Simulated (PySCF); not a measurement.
Cost of one run: geometry optimisation, `C#CCO`.

Method: PBE0-D3(BJ)/def2-SVP geometry optimisation, gas phase (PySCF 2.14.0). Work: geometry optimisation from an MMFF94s start, density fitting. A driver script takes a list of jobs; this job's settings line and coordinates (Å) are shown.

Input:
```
{"job": {"xc": "PBE0", "basis": "def2-SVP", "d3": "d3bj", "grid": 1, "kind": "geom"}, "charge": 0, "multiplicity": 1}
C      1.849780    -0.337056     0.779956
C      0.788307    -0.203830     0.233696
C     -0.504500    -0.040869    -0.430324
O     -1.356496     0.751849     0.382655
H      2.787386    -0.448778     1.273364
H     -0.383903     0.456847    -1.397306
H     -0.982391    -1.011765    -0.592501
H     -2.198184     0.833601    -0.094060
```

Hardware: Arm Neoverse V1, one thread, no GPU, shared host.

Question: How large is the basis?

Answer: 76 functions.

Question: Which is nearest to the wall time?
A. 15 s
B. 0.25 s
C. 1.9 s

Answer: A. The run took 15 s. The run took 10 energy-and-gradient evaluations and 69 SCF cycles, 1.5 s an evaluation on average.

Question: At this speed, how long would 5000 such jobs take on 64 cores, one job a core?

Answer: 5000/64 gives 79 rounds of 15 s, about 20 min of wall time and 21 core-hours, if the jobs don't slow each other.

The output:
```
step   0  E = -191.49027633  max force = 0.018970
step   1  E = -191.49150749  max force = 0.003667
step   2  E = -191.49166718  max force = 0.001556
step   3  E = -191.49175670  max force = 0.001174
step   4  E = -191.49182566  max force = 0.001083
step   5  E = -191.49188371  max force = 0.000958
step   6  E = -191.49194289  max force = 0.001355
step   7  E = -191.49197401  max force = 0.000964
step   8  E = -191.49198074  max force = 0.000554
step   9  E = -191.49198393  max force = 0.000313
optimisation converged
```

Energies in Eh; «max force» is the largest Cartesian gradient component in Eh/bohr.

Times come from a shared host and carry two figures at best.
